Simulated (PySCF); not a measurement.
PySCF input for H3Si, SMILES [SiH3], multiplicity 2, PBE0/pcH-1. The structure is a stationary point at B3LYP-D3(BJ)/def2-TZVPD. The isomer is the one that the SMILES or the coordinates give; other isomers of the formula were not compared.

```python
import numpy as np
from pyscf import gto, scf, dft
from pyscf.prop.hfc import uks as hfc
from pyscf.prop.gtensor import uks as gtensor

mol = gto.M(
    atom='''
    Si   -0.00000000   -0.00000000    0.08027860
    H     1.22222336   -0.70565099   -0.37463345
    H    -1.22222336   -0.70565098   -0.37463345
    H     0.00000001    1.41130197   -0.37463345
    ''',
    basis='pcH-1',
    charge=0,
    spin=1,
    max_memory=1600,
    verbose=3,
)
mf = dft.UKS(mol, xc='pbe0')
mf.grids.level = 3
mf.conv_tol = 1e-10
mf.max_cycle = 100
mf.kernel()
fine, coarse = mf.grids, dft.Grids(mol).set(level=1).build(with_non0tab=True)
for _ in range(3):  # follow internal instabilities
    mf.grids = coarse
    mo, _, stable, _ = mf.stability(return_status=True, nroots=4)
    mf.grids = fine
    if stable:
        break
    mf.kernel(mf.make_rdm1(mo, mf.mo_occ))
A = hfc.HFC(mf).make_fcdip(mf.make_rdm1())  # Fermi contact and dipolar terms, MHz
print('atom   A(iso)/MHz   principal dipolar parts/MHz')
for i, a in enumerate(A):
    w = np.linalg.eigvalsh((a + a.T) / 2)
    print(f'{mol.atom_symbol(i):2s}{i + 1:3d} {w.mean():12.2f}', (w - w.mean()).round(2))
gt = gtensor.GTensor(mf)
gt.dia_soc2e, gt.para_soc2e, gt.so_eff_charge = None, None, True
gt.max_cycle_cphf = 60
g = gt.kernel()
```

Output:

```

WARN: HOMO -0.173251875461744 >= LUMO -0.173251875461744

converged SCF energy = -291.091315867212  <S^2> = 0.75225224  2S+1 = 2.002251
<class 'pyscf.dft.uks.UKS'> wavefunction is stable in the internal stability analysis
atom   A(iso)/MHz   principal dipolar parts/MHz
Si  1      -461.26 [-173.09   86.55   86.55]
H   2        14.93 [-9.88  1.49  8.39]
H   3        14.93 [-9.88  1.49  8.39]
H   4        14.93 [-9.88  1.49  8.39]
SOC(1e)/OZ [ 2.57638839e-03  2.57638703e-03 -1.29667447e-05]
free electron g 2.00231930436182
g-tensor total [2.00491139 2.00491139 2.00226369]
g-shift (ppt) [ 2.59208881  2.59208741 -0.05561897]
```

The calculation finished and met its thresholds.
